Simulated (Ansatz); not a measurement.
**C4H7N: a ladder of functionals and wavefunction methods**

The task here is to estimate one member of a computed series from the others.

Method: functionals in def2-TZVPP, the program's frozen cores in correlated methods; program: Ansatz 0.2.0, Gaussian basis.

The runs, in order: LDA (SPW92), PBE-D4, revPBE-D4, BLYP-D4, r2SCAN-D4, B97M-V, PBE0-D4, B3LYP-D4, r2SCANh-D4, r2SCAN0-D4, HSE06-D4, BHLYP-D4, CAM-B3LYP-D4, LC-ωPBE, ωB97X-V, ωB97M-V, B2PLYP, PBE-QIDH; CCSD(T)/def2-SVP; CCSD(T)/def2-TZVPP; MP2/def2-QZVPP; extrapolation to the limit; RPA on PBE.

### Structure used throughout

The geometry comes from an earlier relaxation with PBE0-D4 in a triple-zeta def2 set; it is a stationary point, not always the lowest conformer.

SMILES `NC1C=CC1`, 12 atoms, charge 0, spin multiplicity 1.

Atoms are counted from 1 here; the program's logs count them from 0.

Bond lengths: N1–C2 1.439 Å, N1–H6 1.012 Å, N1–H7 1.013 Å, C2–C3 1.509 Å, C2–C5 1.575 Å, C2–H8 1.096 Å, C3–C4 1.334 Å, C3–H9 1.084 Å, C4–C5 1.507 Å, C4–H10 1.084 Å, C5–H11 1.095 Å, C5–H12 1.094 Å. Angles: C2–N1–H6 111.3°, C2–N1–H7 110.7°, H6–N1–H7 107.9°, N1–C2–C3 116.2°, N1–C2–C5 121.3°, N1–C2–H8 108.2°, C3–C2–C5 85.5°, C3–C2–H8 112.9°, C5–C2–H8 111.3°, C2–C3–C4 94.3°, C2–C3–H9 131.6°, C4–C3–H9 134.1°, C3–C4–C5 94.8°, C3–C4–H10 133.1°, C5–C4–H10 132.0°, C2–C5–C4 85.2°, C2–C5–H11 116.4°, C2–C5–H12 112.9° and more.

Set-up of the first run:

in.yaml reads:

```yaml
crystal:
  periodic: [false, false, false]
  atoms:
    - {symbol: N, position_ang: [-1.490154, 0.836470, 0.470315]}
    - {symbol: C, position_ang: [-0.472704, -0.181573, 0.455624]}
    - {symbol: C, position_ang: [0.909737, 0.250693, 0.878309]}
    - {symbol: C, position_ang: [1.494472, -0.172385, -0.243222]}
    - {symbol: C, position_ang: [0.213449, -0.634423, -0.888079]}
    - {symbol: H, position_ang: [-2.360780, 0.492732, 0.084711]}
    - {symbol: H, position_ang: [-1.202312, 1.638459, -0.077796]}
    - {symbol: H, position_ang: [-0.842157, -1.042126, 1.024119]}
    - {symbol: H, position_ang: [1.270629, 0.717445, 1.787956]}
    - {symbol: H, position_ang: [2.527283, -0.212164, -0.570444]}
    - {symbol: H, position_ang: [0.144315, -1.698926, -1.135688]}
    - {symbol: H, position_ang: [-0.114778, -0.049302, -1.751805]}
basis:
  gaussian: {orbitals: def2-TZVPP}
hamiltonian: {xc: lda}
output: {orbitals: {seedname: orbitals}}
```

Started as:

```console
ansatz run in.yaml --threads 4 --pin off --events-out ev --progress --plain --max-ram 10444MiB
```

Steps of the session up to this table: LDA; PBE-D4 (GGA); revPBE-D4 (GGA); BLYP-D4 (GGA); r2SCAN-D4 (meta-GGA); B97M-V (meta-GGA); B3LYP-D4 (hybrid); r2SCANh-D4 (hybrid); r2SCAN0-D4 (hybrid); HSE06-D4 (hybrid); BHLYP-D4 (hybrid); CAM-B3LYP-D4 (range-separated); LC-ωPBE (range-separated); ωB97X-V (range-separated); ωB97M-V (range-separated); B2PLYP (double hybrid); PBE-QIDH (double hybrid).

One table of the session follows, with a row left open; its other results are not shown here.

It belongs to the step «Orbital energies across the functionals». 

| functional | HOMO (eV) | gap (eV) |
| --- | --- | --- |
| LDA (SPW92) | -5.45 | 4.43 |
| PBE-D4 | -5.32 | 4.52 |
| revPBE-D4 | -5.27 | 4.56 |
| BLYP-D4 | -5.22 | 4.52 |
| r2SCAN-D4 | -5.60 | 5.07 |
| B97M-V | -5.76 | 5.23 |
| PBE0-D4 | -6.74 | 6.96 |
| B3LYP-D4 | -6.51 | 6.47 |
| r2SCANh-D4 | -6.13 | 5.97 |
| r2SCAN0-D4 | -6.93 | 7.32 |
| HSE06-D4 | ? | ? |
| BHLYP-D4 | -8.05 | 9.29 |
| CAM-B3LYP-D4 | -8.16 | 9.46 |
| LC-ωPBE | -9.51 | 12.05 |
| ωB97X-V | -9.17 | 11.58 |
| ωB97M-V | -9.08 | 11.26 |

**Question.** Estimate the row for HSE06-D4.

The run gave: HOMO (eV): -6.33; gap (eV): 6.17. In the column «HOMO (eV)» it lies between B3LYP-D4 (-6.51) and r2SCANh-D4 (-6.13).
